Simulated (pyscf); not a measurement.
H₃Si–SeH + H₂ → H₂Se + SiH₄, a four-centre exchange (singlet surface; Se–Si, H–H broken, H–Se, H–Si formed). Single points on ωB97X-D3(BJ)/def2-SVP structures (PySCF, gas phase). Energies in kJ/mol from the separated reactants.

AM1 to PM7: differences of heats of formation from MOPAC, which are fitted to 298 K values and so differ in kind from electronic energies by zero-point and thermal terms. 

Question: Quick PM6 single points give ΔE‡ = 216.6 kJ/mol and ΔE = +133.1 kJ/mol. What does ωB97M-D3(BJ)/def2-TZVP give, and how far is the quick result from it?

Answer: ωB97M-D3(BJ)/def2-TZVP gives ΔE‡ = 238.0 kJ/mol and ΔE = +33.4 kJ/mol. PM6 lies 21.3 kJ/mol under it in the barrier and 99.7 kJ/mol over it in the reaction energy, so on this step it does not hold to within 12.6 kJ/mol. ωB97M-D3(BJ)/def2-TZVP has limits of its own. One saddle was located; it need not be the lowest between these sides. In the def2 sets elements up to Kr have no core potential.
